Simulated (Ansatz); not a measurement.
Consider the atomization: `[C-]#[N+]C(F)(F)F` → 2 C• + 3 F• + N•.

Program: Ansatz. Geometries: PBE0-D4/def2-TZVP. ΔE: electronic, gas phase. CCSD(T)/CBS is the MP2 limit (def2-TZVPP, def2-QZVPP) plus CCSD(T) − MP2 in def2-TZVPP, frozen cores. This one scheme is used for every species, atoms too. DFT in def2-TZVPP. B3LYP here is the variant with VWN-RPA as its local correlation; programs differ in this. No spin–orbit coupling; open shells (•) take unrestricted orbitals. Spin–orbit coupling would lower the free atoms: a little for C, F.

```csv
level,ΔE (eV),difference from CCSD(T)/CBS
LDA (SPW92),33.64,6.58
PBE-D4,28.95,1.89
revPBE-D4,27.66,0.60
B3LYP-D4,27.05,-0.01
r2SCANh-D4,26.80,-0.26
r2SCAN0,26.07,-0.99
HF/def2-QZVPP,17.15,-9.91
MP2/def2-QZVPP,28.23,1.17
SCS-MP2/def2-QZVPP,27.52,0.46
HF/CBS(def2),17.15,-9.91
CCSD(T)/CBS,27.06,0
```

(1) What do rigid-rotor, harmonic-oscillator terms from PBE0-D4/def2-TZVP frequencies (298.15 K, 1 bar) make of the CCSD(T)/CBS value? (An estimate is asked.)

Largest T1 diagnostic among the species: 0.014.

Results:

(1) Ansatz gave: ΔZPE = -0.61 eV, ΔH = +26.67 eV, ΔS = 650 J/(mol·K), ΔG = +24.66 eV. Open shells count their whole term as degenerate.

From BLYP to BHLYP (50 % exact exchange), in def2-TZVPP and without D4, ΔE moves by −2.38 eV: exact exchange takes away binding that semilocal exchange gives to molecules. The D4 term adds +0.17 eV with B3LYP and +0.09 eV with PBE0; it sums over pairs of atoms, weighted by their polarisabilities, and B3LYP, whose exchange is more repulsive, gets the larger term. In def2-TZVPP, CCSD(T) changes the Hartree–Fock value by +9.06 eV (the triples alone add +0.81 eV) and MP2 by +10.60 eV; breaking electron pairs costs correlation energy, which Hartree–Fock lacks.

For atomizations the MP2-based limit and the directly extrapolated one differ by several kJ/mol either way, and by 10 to 25 for some Ge, Se and Sn compounds, so smaller differences from it don't rank the levels.
